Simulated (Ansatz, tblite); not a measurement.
# [S3]2-: removing an electron

An exercise on one series of results from a longer session: the logs are not shown, and one member is left open.

The runs use Ansatz 0.2.0, Gaussian basis; as each input shows.

Plan: charge -1 doublet, at the geometry of the singlet (PBE0-D4/def2-TZVPD, PBE-D4/def2-TZVPD, r2SCAN-D4/def2-TZVPD, CCSD(T)/def2-TZVPPD); the starting singlet's energies come from earlier runs.

## The relaxed structure

The geometry is that of the singlet, from an earlier relaxation (PBE0-D4/def2-TZVPD).

3 atoms, charge -2, spin multiplicity 1.

Atoms are counted from 1 here; the program's logs count them from 0.

Bond lengths: S1–S2 2.086 Å, S2–S3 2.086 Å. Angles: S1–S2–S3 113.4°.

As a file:

```xyz
3
S3
S     0.73430   -0.15812    1.61946
S    -0.41125    0.63929    0.06902
S    -0.32305   -0.48117   -1.68848
```

The ion is computed in the gas phase, without counter-ions or solvent.

The first run:

in.yaml

```yaml
crystal:
  periodic: [false, false, false]
  atoms:
    - {symbol: S, position_ang: [0.734304, -0.158116, 1.619464]}
    - {symbol: S, position_ang: [-0.411251, 0.639294, 0.069015]}
    - {symbol: S, position_ang: [-0.323053, -0.481168, -1.688479]}
basis:
  gaussian: {orbitals: def2-SVP}
total_charge: -1
magnetization: {spin_polarized: true, initial_magnetization: 1}
hamiltonian: {xc: pbe0, dispersion: d4}
output: {orbitals: {seedname: orbitals}}
```

On the command line:

```bash
$ ansatz run in.yaml --threads 4 --pin off --events-out ev --progress --plain --max-ram 3916MiB
```

Among the steps run: Charge -1 doublet at the fixed geometry, first pass, PBE0-D4/def2-SVP; Charge -1 doublet at the fixed geometry, PBE0-D4/def2-TZVPD; Charge -1 doublet at the fixed geometry, PBE-D4/def2-TZVPD; Charge -1 doublet at the fixed geometry, r2SCAN-D4/def2-TZVPD; Charge -1 doublet at the fixed geometry, CCSD(T)/def2-TZVPPD.

One table of the session follows, with a row left open; its other results are not shown here.

It belongs to the step «Vertical ionisation energy». 

| method | vertical ionisation energy (eV) |
| --- | --- |
| HF/def2-TZVPPD | ? |
| PBE-D4/def2-TZVPD | -3.09 |
| r2SCAN-D4/def2-TZVPD | -3.10 |
| PBE0-D4/def2-TZVPD | -2.97 |
| MP2/def2-TZVPPD | -2.84 |
| CCSD/def2-TZVPPD | -2.91 |
| CCSD(T)/def2-TZVPPD | -2.94 |

Estimate the missing values for HF/def2-TZVPPD.

**Answer.** vertical ionisation energy (eV): -3.42. In the column «vertical ionisation energy (eV)» it is the lowest.

Limits of these values: A small anion of this charge may not be bound in the gas phase; the finite basis can hold electrons that would leave.
